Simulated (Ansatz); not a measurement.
Input file:

```yaml
crystal:
  periodic: [false, false, false]
  atoms:
    - {symbol: B, position_ang: [0.000000, 0.000000, 0.294933]}
    - {symbol: Al, position_ang: [0.000000, 0.000000, -1.645867]}
    - {symbol: H, position_ang: [0.000000, 0.000000, 1.350933]}
basis:
  gaussian: {orbitals: 6-31G}
magnetization: {spin_polarized: true, initial_magnetization: 3}
correlation: {method: ccsdtq, electrons: outside_noble_gas}
```

```sh
$ ansatz run in.yaml --threads 1 --pin off --events-out ev --progress --plain --max-ram 2393MiB
```

Log:

```
488 factors; integrals over basis functions are off by at most 1.6e-7 eV
mean field evaluation 1: about -7264.7745 eV, gradient 8.7e0 eV
mean field evaluation 2: about -7264.7782 eV, gradient 8.7e0 eV
mean field evaluation 4: about -7265.9252 eV, gradient 1.8e0 eV
mean field evaluation 8: about -7266.0505 eV, gradient 3.1e-1 eV
mean field evaluation 16: about -7264.7745 eV, gradient 8.7e0 eV
mean field evaluation 32: about -7266.0588 eV, gradient 2.5e-6 eV
mean field evaluation 64: about -7263.7510 eV, gradient 1.0e-3 eV
mean field evaluation 96: about -7262.4215 eV, gradient 2.0e0 eV
mean field -7266.05881560 eV, -267.0227363616 hartree, gradient 2.5e-6 eV, S^2 3.758680; 3 other end points of the search recorded, 0 dependent functions left out
determinant -7266.05881560 eV, -267.0227363616 hartree, with singles and doubles -7268.25905408 eV, -267.1035936345 hartree
determinant -7263.75101236 eV, -266.9379261571 hartree, with singles and doubles -7265.33347537 eV, -266.9960806001 hartree
6 core orbitals not correlated: weight in the atoms' cores, before any rotation towards them, 1.000 or more for the frozen orbitals, at most 0.000 for the correlated occupied ones
reference -7266.05881560 eV, -267.0227363616 hartree; 5, 2 occupied and 13, 16 virtual orbitals, 488 factors
second order -1.67291162 eV of doubles, -0.00000000 eV of singles
cycle   1  -2.00408957 eV  change   -3.3e-1 eV  update   6.6e-2
cycle   2  -2.26152479 eV  change   -2.6e-1 eV  update   3.5e-2
cycle   3  -2.27907026 eV  change   -1.8e-2 eV  update   1.4e-2
cycle   4  -2.28955387 eV  change   -1.0e-2 eV  update   8.4e-3
cycle   5  -2.29644587 eV  change   -6.9e-3 eV  update   3.9e-3
cycle   6  -2.29536243 eV  change    1.1e-3 eV  update   1.9e-3
cycle   7  -2.29500441 eV  change    3.6e-4 eV  update   6.6e-4
cycle   8  -2.29517401 eV  change   -1.7e-4 eV  update   3.2e-4
cycle   9  -2.29524108 eV  change   -6.7e-5 eV  update   1.0e-4
cycle  10  -2.29519006 eV  change    5.1e-5 eV  update   4.1e-5
cycle  11  -2.29520103 eV  change   -1.1e-5 eV  update   1.7e-5
cycle  12  -2.29520372 eV  change   -2.7e-6 eV  update   6.2e-6
cycle  13  -2.29520659 eV  change   -2.9e-6 eV  update   3.1e-6
cycle  14  -2.29520798 eV  change   -1.4e-6 eV  update   1.3e-6
cycle  15  -2.29520806 eV  change   -7.8e-8 eV  update   5.9e-7
Total energy: -7268.35402366 eV, -267.1070837021 hartree
```

For the same geometry and basis full CI lies 0.0 meV lower.

Ran on 1 thread of Arm Neoverse V1, shared host: 12 s wall, 0.16 GiB peak host memory.
